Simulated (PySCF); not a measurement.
# C4H7F: the cost of one run

Programs: PySCF 2.14.0, with density-fitted response routines of our own. Each step states its level of theory. These are calculated values for one molecule in the gas phase, unless marked as measured. Atoms count from 0, in the outputs and in this text.

### 1 Starting geometry

12 atoms, charge 0, multiplicity 1; geometry from: GFN2-xTB. The atoms were then displaced at random by about 0.01 Å, so the start is not that level's minimum.

Bonds of the start (Å): C0–C1 1.52, C1–C2 1.48, C2–C3 1.36, C3–F4 1.35, C0–H5 1.12, C0–H6 1.07, C0–H7 1.07, C1–H8 1.07, C1–H9 1.10, C2–H10 1.10, C3–H11 1.06.

### 2 Geometry optimisation at PBE0-D3(BJ)/def2-SVP

Job settings and geometry (Å):

```
{"job": {"xc": "PBE0", "basis": "def2-SVP", "d3": "d3bj", "grid": 1, "shake": 0.01, "kind": "geom"}, "charge": 0, "multiplicity": 1}
C     -1.546460    -0.454850     0.022150
C     -0.448550     0.598030    -0.067720
C      0.813270     0.047240     0.473950
C      1.990210    -0.081770    -0.199340
F      2.070610     0.288140    -1.494130
H     -2.495850    -0.004940    -0.371810
H     -1.306050    -1.312680    -0.567210
H     -1.714900    -0.730480     1.043960
H     -0.297590     0.913770    -1.082640
H     -0.727130     1.482530     0.525790
H      0.812390    -0.285330     1.518580
H      2.889740    -0.487930     0.189410
```

Run with:

```sh
$ OMP_NUM_THREADS=1 python probes_run.py task.json out
```

The driver reads the jobs from task.json and runs them one after another.

Q: Estimate the wall time and peak memory of this first job on 1 thread of Arm Neoverse V2, shared host.

About 23 s, with a peak of 0.43 GiB.
